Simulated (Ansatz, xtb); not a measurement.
**H4NP: which of two isomers lies lower**

Structure X: `NP`, a singlet. Structure Y: `[NH-][PH3+]`, a singlet. Both are isolated molecules in the gas phase, relaxed with B3LYP-D3(BJ)/def2-SVP; each stands in its lowest conformer found.

Quicker runs give these differences E(Y) − E(X): GFN2-xTB +41.5 kJ/mol; HF/STO-3G +398.9 kJ/mol (at GFN2-xTB geometries); r2SCAN-D4/def2-SVP +126.2 kJ/mol (at GFN2-xTB geometries).

**Question.** Estimate E(Y) − E(X) at the level CCSD(T)/def2-TZVPP.

**Answer.** Calculated at CCSD(T)/def2-TZVPP: E(Y) − E(X) = +106.3 kJ/mol, so structure X lies lower.

How the difference moves with the method:

```
                level               geometry  E(Y) − E(X) (kJ/mol)  departure from the last row (kJ/mol)  job, with rough time for the two
             GFN2-xTB               GFN2-xTB                   +41.5                                 −64.8               optimisation, 0.3 s
            HF/STO-3G               GFN2-xTB                  +398.9                                +292.6              single point, 0.69 s
   r2SCAN-D4/def2-SVP               GFN2-xTB                  +126.2                                 +19.9               single point, 4.4 s
B3LYP-D3(BJ)/def2-SVP  B3LYP-D3(BJ)/def2-SVP                  +133.2                                 +27.0                optimisation, 32 s
        HF/def2-TZVPP  B3LYP-D3(BJ)/def2-SVP                  +115.3                                  +9.1           part of the CCSD(T) run
       MP2/def2-TZVPP  B3LYP-D3(BJ)/def2-SVP                   +96.3                                 −10.0           part of the CCSD(T) run
   CCSD(T)/def2-TZVPP  B3LYP-D3(BJ)/def2-SVP                  +106.3                                                      single point, 37 s
```

As drawn, Y has 1 P–H in place of 1 N–H.

None of the levels shown reverses the order. The largest departure from CCSD(T)/def2-TZVPP is that of HF/STO-3G, 292.6 kJ/mol.

With harmonic frequencies from B3LYP-D3(BJ)/def2-SVP (ideal gas, rigid rotor, one conformer each, 298.15 K, 1 atm): on the last row, ΔE + ΔZPE = +99.8, ΔH = +99.1, ΔG = +100.5 kJ/mol.

The correlated steps freeze 6 core orbitals. Mirror images aren't counted in ΔG. Programs: Ansatz 0.2.0, xtb 6.7.1; the last row on 1 thread of Intel(R) Xeon(R) Processor @ 2.50GHz (Skylake/Cascade Lake) on a shared host.
